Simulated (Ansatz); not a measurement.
hcp Zr, treated with r²SCAN (Ansatz, an electronic-structure program, plane waves, PAW).

Numerical settings: plane-wave cutoff 560 eV, 18×18×12 k mesh (along the axes of the cell as run), Fermi–Dirac smearing 0.05 eV, scalar-relativistic PAW data made under PBE.

Cell (relaxed at this level):

```
Zr
1.0
    1.62267    -2.81054     0.00000
    1.62267     2.81054     0.00000
    0.00000     0.00000     5.15324
Zr
2
Direct
  0.33333   0.66667   0.25000
  0.66667   0.33333   0.75000
```

**Question.** Estimate the bulk modulus and pressure derivative B′ of the bulk modulus that the calculation returns.

**Answer.** 
- bulk modulus = 95.2 GPa
- pressure derivative B′ of the bulk modulus = 3.2

The run finds no gap.

Measured, for comparison: bulk modulus 95.9 GPa (zero-point energy and finite temperature contributions removed, our sources range from 84.3 to 95.9; as tabulated in doi:10.1021/acs.jctc.3c00612). Computed (rounded) less measured: bulk modulus not scored (sources differ).

Note: the bulk modulus comes from volumes at which shape and atoms were relaxed.

The computed numbers hold no vibrational or temperature effects.

The result took roughly 7 core-minutes.
